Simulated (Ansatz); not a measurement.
[BClH3]- (BH₃Cl⁻). Total charge -1; singlet. Geometry PBE0-D4/def2-TZVPD, basis def2-TZVPD, Ansatz.

```xyz
5

B    -0.087   -0.124   -0.095
Cl    0.863    1.234    0.949
H    -0.685    0.465   -0.983
H    -0.851   -0.690    0.671
H     0.758   -0.884   -0.541
```

```tsv
run	HOMO (eV)	LUMO (eV)
A	-4.78	4.77
B	-3.25	4.15
C	-1.00	4.22
D	-2.02	3.94
E	-0.64	3.56
F	-0.73	3.58
```

LC-ωPBE has ω = 0.4 bohr⁻¹.

Q: The runs used BHLYP, BLYP, LC-ωPBE, PBE, PBE0, r2SCAN. Estimate which is which.

A: A LC-ωPBE (range-separated); B BHLYP (50 % exact exchange); C r2SCAN (0 % exact exchange); D PBE0 (25 % exact exchange); E BLYP (0 % exact exchange); F PBE (0 % exact exchange). Exact exchange lowers occupied and raises empty levels; among semilocal functionals meta-GGAs tend to open the gap a little, and such runs are hard to tell apart. The gap grows from 4.19 eV (BLYP) to 9.55 eV (LC-ωPBE).
